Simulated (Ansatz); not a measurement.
Zinc-blende MgS (metastable phase) was calculated with BLYP (PAW; Ansatz, a program for electronic structure).

Numerical settings: plane-wave cutoff 520 eV, 10×10×10 k mesh, Fermi–Dirac smearing 0.01 eV, scalar-relativistic PAW data made under PBE.

Energies at three volumes about the minimum:

```
V (Å³/atom)  E − E_lowest (meV/atom)
-----------  -----------------------
23.243                          1.52
23.718                          0.00
24.192                          1.56
```

### Question
Fit a parabola by hand: where is the minimum, what lattice constant follows, and what is the bulk modulus?

### Answer
Slopes: (0.00 − 1.52)/(23.718 − 23.243) = -3.200 and (1.56 − 0.00)/(24.192 − 23.718) = 3.291 meV/Å³. Curvature E″ = 2 × (3.291 − (-3.200))/(24.192 − 23.243) = 13.680 meV/Å⁶. From the middle of the first interval, the slope vanishes at V0 = 23.4805 − (-3.200)/13.680 = 23.714 Å³/atom. B = V0 E″ = 23.714 × 13.680 meV/Å³ × 0.1602 GPa per meV/Å³ = 52.0 GPa. With 8 atoms in the cube, a = (8 × 23.714)^(1/3) = 5.746 Å. The full Birch–Murnaghan fit to all volumes gives V0 = 23.706 Å³/atom and B0 = 52.0 GPa.

Note: the volume lies 7 % above that of the published cell.
